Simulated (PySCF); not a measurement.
C4H4N2.
InChI=1S/C4H4N2/c1-4(2-5)3-6/h4H,1H3

The closed-shell ground state was solved at several levels (PySCF, density fitting, gas phase, non-relativistic). Geometry: GFN2-xTB; no solvent, vibrations or thermal averaging.

| level | basis functions | total energy (Eh) | HOMO (eV) | LUMO (eV) | gap (eV) | dipole (D) |
| --- | --- | --- | --- | --- | --- | --- |
| B3LYP/pcJ-1 | 202 | -264.3047 | -9.74 | -0.57 | 9.17 | 4.38 |
| PBE0/def2-SVPD | 152 | -263.7886 | -10.03 | -0.44 | 9.59 | 4.43 |
| PBE0/pcSseg-1 | 122 | -263.9463 | -10.01 | -0.33 | 9.68 | 4.40 |

Task: Estimate the row for wB97X-D/def2-SVPD, a basis of 152 functions; the other rows only guide the guess.

Result: Total energy -264.0049 Eh, HOMO -11.95 eV, LUMO 1.33 eV, gap 13.28 eV, dipole 4.48 D.

Task: Over all these levels, which gives the widest orbital gap and which the narrowest?

Result: wB97X-D/def2-SVPD (range-separated hybrid) has the widest, 13.28 eV, and B3LYP/pcJ-1 (global hybrid, 20 % exact exchange) the narrowest, 9.17 eV. Functional and basis both differ between the two, so the spread mixes both effects.

Task: How far do the dipole and the HOMO energy spread over the levels?

Result: The dipole runs from 4.38 to 4.48 D (mean 4.42 D) and the HOMO from -11.95 to -9.74 eV.

The pairwise dispersion term of wB97X-D wasn't added to the energies; at a given geometry it leaves orbitals and properties as they are.
